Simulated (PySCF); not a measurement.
# O2 (oxygen): levels of theory compared

We compute a comparison of 6 runs (UHF/3-21G, UB3LYP/6-31G*, U-wB97M-V/aug-cc-pVTZ, UB3LYP/aug-cc-pVTZ, UM06-2X/aug-cc-pVTZ, UPBE0/aug-cc-pVTZ) of O2 (oxygen). 

The results are computed with PySCF 2.14.0.

1 further run of the same task is left out (set aside as unsound or not needed).

### Step 1. Starting point

The species is O2 (2 atoms), meant as a triplet with charge 0. As SMILES, `O=O`. The coordinates come from a PBE0-D4/def2-TZVP relaxation.

Bond lengths: O1–O2 1.193 Å.

### Step 2. A single-point energy at UHF/3-21G (run 1)

job.py reads:

```python
# O=O
from pyscf import gto, scf

molecule = gto.Mole()
molecule.atom = '''
O        0.509550      -0.164850       0.262450
O       -0.509550       0.164850      -0.262450
'''
molecule.basis = '3-21g'
molecule.max_memory = 1860
molecule.verbose = 3
molecule.spin = 2
molecule.charge = 0
molecule.build()

mf = scf.UHF(molecule)
mf.conv_tol = 1e-10
mf.kernel()
if not mf.converged:
    mf = mf.newton().run(mf.mo_coeff, mf.mo_occ)

etot = mf.e_tot
print('E = %.10f Eh' % etot)
```

Launch:

```console
$ OMP_NUM_THREADS=1 python job.py
```

What it wrote:

```text
WARN: HOMO -0.196396998016195 >= LUMO -0.196396998016202

converged SCF energy = -148.765746097546  <S^2> = 2.0190191  2S+1 = 3.0126527
E = -148.7657460975 Eh
```

Wall time 0.64 s (1 thread of Arm Neoverse V1, shared host); peak memory 0.099 GiB.

### Step 3. The energy at UB3LYP/6-31G(d) (spherical functions) (run 2)

geometry.xyz reads:

```xyz
2
O2
O      0.509550    -0.164850     0.262450
O     -0.509550     0.164850    -0.262450
```

job.py reads:

```python
from pyscf import gto, dft

molecule = gto.M(
    atom='geometry.xyz',
    basis='6-31g*',
    max_memory=1860,
    spin=2,
    verbose=4,
    charge=0,
)

myscf = dft.UKS(molecule)
myscf.xc = 'b3lyp'
myscf.conv_tol = 1e-10
myscf.grids.level = 5
myscf.kernel()
if not myscf.converged:
    myscf = myscf.newton().run(myscf.mo_coeff, myscf.mo_occ)

etot = myscf.e_tot
print('E(%s) = %.9f' % ('B3LYP', etot))
```

Launch:

```console
$ OMP_NUM_THREADS=1 python job.py
```

What it wrote:

```text
PySCF version 2.14.0

[INPUT] num. atoms = 2
[INPUT] num. electrons = 16
[INPUT] charge = 0
[INPUT] spin (= nelec alpha-beta = 2S) = 2
[INPUT] symmetry False subgroup None
[INPUT] Mole.unit = angstrom
[INPUT] Symbol           X                Y                Z      unit          X                Y                Z       unit  Magmom
[INPUT]  1 O      0.509550000000  -0.164850000000   0.262450000000 AA    0.962909946772  -0.311521351635   0.495958621392 Bohr   0.0
[INPUT]  2 O     -0.509550000000   0.164850000000  -0.262450000000 AA   -0.962909946772   0.311521351635  -0.495958621392 Bohr   0.0

nuclear repulsion = 28.3929930741585
number of shells = 12
number of NR pGTOs = 54
number of NR cGTOs = 28
basis = 6-31g*
ecp = {}

******** <class 'pyscf.dft.uks.UKS'> ********
method = UKS
initial guess = minao
damping factor = 0
level_shift factor = 0
DIIS = <class 'pyscf.scf.diis.CDIIS'>
diis_start_cycle = 1
diis_space = 8
diis_damp = 0
SCF conv_tol = 1e-10
SCF conv_tol_grad = None
SCF max_cycles = 50
direct_scf = True
direct_scf_tol = 1e-13
number electrons alpha = 9  beta = 7
XC library pyscf.dft.libxc version 7.0.0
    S. Lehtola, C. Steigemann, M. J.T. Oliveira, and M. A.L. Marques.,  SoftwareX 7, 1–5 (2018)
XC functionals = b3lyp
    P. J. Stephens, F. J. Devlin, C. F. Chabalowski, and M. J. Frisch.,  J. Phys. Chem. 98, 11623 (1994)
radial grids:
    Treutler-Ahlrichs [JCP 102, 346 (1995); DOI:10.1063/1.469408] (M4) radial grids

becke partition: Becke, JCP 88, 2547 (1988); DOI:10.1063/1.454033
pruning grids: <function nwchem_prune>
grids dens level: 5
symmetrized grids: False
atomic radii adjust function: <function treutler_atomic_radii_adjust>
small_rho_cutoff = 0
Set gradient conv threshold to 1e-05
tot grids = 85960
init E= -150.522547491384
[... the frontier-level lines of each cycle are left out ...]


cycle= 1 E= -150.305370105574  delta_E= 0.217  |g|= 0.154  |ddm|= 1.36
cycle= 2 E= -150.314834812662  delta_E= -0.00946  |g|= 0.0519  |ddm|= 0.14
cycle= 3 E= -150.315856066119  delta_E= -0.00102  |g|= 0.00709  |ddm|= 0.0377
cycle= 4 E= -150.315890667946  delta_E= -3.46e-05  |g|= 0.000731  |ddm|= 0.00885
cycle= 5 E= -150.315890865323  delta_E= -1.97e-07  |g|= 0.000417  |ddm|= 0.000993
cycle= 6 E= -150.315890935468  delta_E= -7.01e-08  |g|= 8.43e-06  |ddm|= 0.00031
cycle= 7 E= -150.315890935508  delta_E= -3.99e-11  |g|= 6.2e-07  |ddm|= 9.54e-06
Extra cycle  E= -150.315890935508  delta_E= -3.98e-13  |g|= 1.42e-07  |ddm|= 7.57e-07
converged SCF energy = -150.315890935508  <S^2> = 2.006399  2S+1 = 3.004263
E(B3LYP) = -150.315890936
```

Run time: 2.5 s. Hardware: 1 thread of Arm Neoverse V1, shared host; peak memory 0.2 GiB.

Runs 3 to 5 aren't shown in full; the table further down has their settings and results.

### Step 4. The energy at UPBE0/aug-cc-pVTZ (run 6)

calc.py reads:

```python
# O=O
from pyscf import gto, dft

mol = gto.M(
    atom=[
    ('O', (0.509550, -0.164850, 0.262450)),
    ('O', (-0.509550, 0.164850, -0.262450)),
],
    basis='aug-cc-pvtz',
    verbose=3,
    charge=0,
    spin=2,
    max_memory=1860,
)

mf = dft.UKS(mol, xc='pbe0')
mf.conv_tol = 1e-10
mf.grids.level = 5
mf.kernel()
if not mf.converged:
    mf = mf.newton().run(mf.mo_coeff, mf.mo_occ)

e_final = mf.e_tot
print(f'total energy: {e_final:.8f} hartree')
```

Launch:

```console
$ OMP_NUM_THREADS=1 python calc.py
```

What it wrote:

```text
WARN: HOMO -0.238438529077567 >= LUMO -0.238438545731412

converged SCF energy = -150.230175503548  <S^2> = 2.0100388  2S+1 = 3.0066851
total energy: -150.23017550 hartree
```

Run time: 8.7 s. Hardware: 1 thread of Arm Neoverse V1, shared host; peak memory 0.43 GiB.

### Step 5. The series

```
run                                level  integration grid  nlc grid  energy (Eh)  dipole moment (D)  HOMO energy (eV)  LUMO energy (eV)  wall time
  1                            UHF/3-21G                 –         –  -148.765746               0.00            -14.75              3.41     0.64 s
  2  UB3LYP/6-31G* (spherical functions)                 5         –  -150.315891               0.00             -8.17             -2.84      2.5 s
  3                U-wB97M-V/aug-cc-pVTZ                 5         1  -150.345145               0.00            -11.26             -0.43       27 s
  4                   UB3LYP/aug-cc-pVTZ                 5         –  -150.384374               0.00             -8.59             -3.31      8.7 s
  5                  UM06-2X/aug-cc-pVTZ                 5         –  -150.324793               0.00            -10.91             -1.54       20 s
  6                    UPBE0/aug-cc-pVTZ                 5         –  -150.230176               0.00             -8.90             -2.80      8.7 s
```

### Step 6. What came out

| quantity | value |
| --- | --- |
| run 6: total energy | -150.23018 Eh |
| run 6: dipole moment | 0.00 D |
| run 6: HOMO energy (highest over α and β) | -8.90 eV |
| run 6: LUMO energy (lowest over α and β) | -2.80 eV |
| run 6: ⟨S²⟩ | 2.010 |

**Reading.** Totals of different functionals can't be ranked against each other. All runs together took 67 s, the longest 27 s.
